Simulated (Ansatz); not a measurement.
# LiF (Fm-3m)

All numbers below come from Ansatz 0.2.0, DFT r2SCAN, scalar-relativistic, plane waves, PAW.

Plane waves to 500 eV, a k mesh through Γ of 10×10×10 on the computed 2-atom cell and Gaussian smearing (0.02 eV); no spin polarisation.

The structure is relaxed at this level of theory with its symmetry kept.

The structure is cubic, space group Fm-3m (No. 225). The conventional cell has a = 3.990 Å, b = 3.990 Å, c = 3.990 Å, α = 90.00°, β = 90.00°, γ = 90.00°. Li (site symmetry m-3m) is surrounded by 6 F at 1.99 Å. F (site symmetry m-3m) has 6 Li at 1.99 Å as nearest neighbours.

| Quantity | Value |
| --- | --- |
| Volume per atom | 7.94 Å³ |
| Formation energy from the elements' standard states (uncorrected) | -3.171 eV/atom |
| Generalised Kohn–Sham band gap | 10.33 eV, indirect from (-0.052, 0.000, 0.052) to Γ |
| Löwdin character of the top 1 eV of the valence band | F 2p 99 % |
| Electron masses at the edge by Cartesian direction of the standard setting (m_e; degenerate bands sorted by energy; no spin-orbit coupling) | x: 0.88; y: 0.88; z: 0.88 |
| Hole masses at the edge by Cartesian direction of the standard setting (m_e; degenerate bands sorted by energy; no spin-orbit coupling) | x: 2.4; y: 3.8; z: 2.4 |
| Bulk modulus | 77 GPa |
| Its pressure derivative | 4.2 |
| Electronic dielectric constant xx, yy, zz of the standard setting (independent particles) | 2.0, 2.0, 2.0 |
| Bader charges (e) | Li (1 in the cell) 0.91, F (1 in the cell) -0.91 |

Cost: 12 runs of about 2.1 core-minutes in all, on AMD EPYC (Zen 3) (shared hosts).